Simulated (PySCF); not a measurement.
Results of MP2 (PySCF, GTH pseudopotentials, Gaussian basis, DZ basis) for diamond-structure Ge.

The same calculation (at the measured cell, 22.641 Å³/atom) with different numerical settings:

| run | k mesh | correlation energy (eV/atom) | total energy (eV/atom) |
|---|---|---|---|
| 1 | 2×2×2 | -2.1424 | -103.7372 |
| 2 | 3×3×3 | -2.4936 | -104.7334 |
| 3 | 4×4×4 | -2.6536 | -104.9974 |

In the column total energy (eV/atom) the first row differs from the last by +1.2602 and the next to last by +0.2640.

The last row is no converged limit: other settings stay fixed.
